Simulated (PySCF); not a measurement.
# The first ionisation energy along the noble gases

All values are computed (PySCF 2.14, energy differences of UHF-based or UKS calculations, no spin-orbit coupling). Values in eV. The last column holds reference values (NIST; (s) semi-empirical, (t) theoretical, else measured). Unmarked ones compare directly (S terms, centres of terms, or small fine structure); those marked * lie between the lowest fine-structure levels and include a spin-orbit shift.

| element | configurations | UHF | MP2 (valence) | SCS-MP2 (valence) | CCSD(T) (valence) | PBE | PBE0 | reference |
| --- | --- | --- | --- | --- | --- | --- | --- | --- |
| He (dyall-av3z, non-relativistic) | 1s2 → 1s1 | 23.448 | 24.377 | 24.562 | 24.534 | 24.467 | 24.448 | 24.587 |
| Ne (dyall-av3z, non-relativistic) | [Ne] → [He] 2s2 2p5 | 19.662 | 21.642 | 21.496 | 21.439 | 21.661 | 21.451 | 21.597 |
| Ar (dyall-av3z, non-relativistic) | [Ar] → [Ne] 3s2 3p5 | 14.557 | 15.733 | 15.631 | 15.604 | 15.708 | 15.717 | 15.819 |

```json
{"method": "UHF", "elements": "3", "mean error (eV)": "-1.446", "mean absolute error (eV)": "1.446", "largest error (eV)": "-1.935"}
{"method": "MP2 (valence)", "elements": "3", "mean error (eV)": "-0.084", "mean absolute error (eV)": "0.114", "largest error (eV)": "-0.211"}
{"method": "SCS-MP2 (valence)", "elements": "3", "mean error (eV)": "-0.105", "mean absolute error (eV)": "0.105", "largest error (eV)": "-0.188"}
{"method": "CCSD(T) (valence)", "elements": "3", "mean error (eV)": "-0.142", "mean absolute error (eV)": "0.142", "largest error (eV)": "-0.214"}
{"method": "PBE", "elements": "3", "mean error (eV)": "-0.055", "mean absolute error (eV)": "0.098", "largest error (eV)": "-0.120"}
{"method": "PBE0", "elements": "3", "mean error (eV)": "-0.129", "mean absolute error (eV)": "0.129", "largest error (eV)": "-0.146"}
```

Errors include the incompleteness of the basis and the frozen core.

"Valence" correlates the outer s and p shells and, in groups 3 to 12 and the f block, the outer d or f shell, open or full, or the next shell where the ion has no valence electron left; the wider scheme adds the next inner shell.
